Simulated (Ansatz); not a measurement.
`CC/C=C/N` → `NCC1CC1`  (isomerisation)

Calculated with Ansatz (gas phase, PBE0-D4/def2-TZVP geometries, no zero-point term in ΔE). CCSD(T)/CBS adds triple-zeta CCSD(T) − MP2 to the extrapolated MP2 energy (def2 sets, frozen cores). DFT in def2-TZVPP. B3LYP here is the variant with VWN-RPA as its local correlation; programs differ in this. Each species was taken in one conformer, which may not be the lowest.

```tsv
level	ΔE (kJ/mol)	difference from CCSD(T)/CBS
PBE-D4	46.8	1.3
r2SCAN-D4	46.3	0.8
PBE0-D4	38.0	-7.5
ωB97X-V	33.4	-12.1
ωB97M-V	41.1	-4.4
r2SCAN	46.5	1.0
PBE0	38.9	-6.6
B3LYP	60.0	14.5
HF/def2-TZVPP	54.8	9.3
SCS-MP2/def2-TZVPP	41.4	-4.1
CCSD(T)/def2-TZVPP	43.6	-1.9
HF/def2-QZVPP	55.0	9.5
MP2/def2-QZVPP	37.3	-8.2
HF/CBS(def2)	55.0	9.5
MP2/CBS(def2)	38.0	-7.5
CCSD/CBS(def2)	44.0	-1.5
CCSD(T)/CBS	45.5	0
```

Largest T1 diagnostic among the species: 0.010.

From PBE to PBE0 (25 % exact exchange), in def2-TZVPP and without D4, ΔE moves by −9.0 kJ/mol. In def2-TZVPP, CCSD(T) changes the Hartree–Fock value by −11.1 kJ/mol (the triples alone add +1.5 kJ/mol) and MP2 by −18.6 kJ/mol.
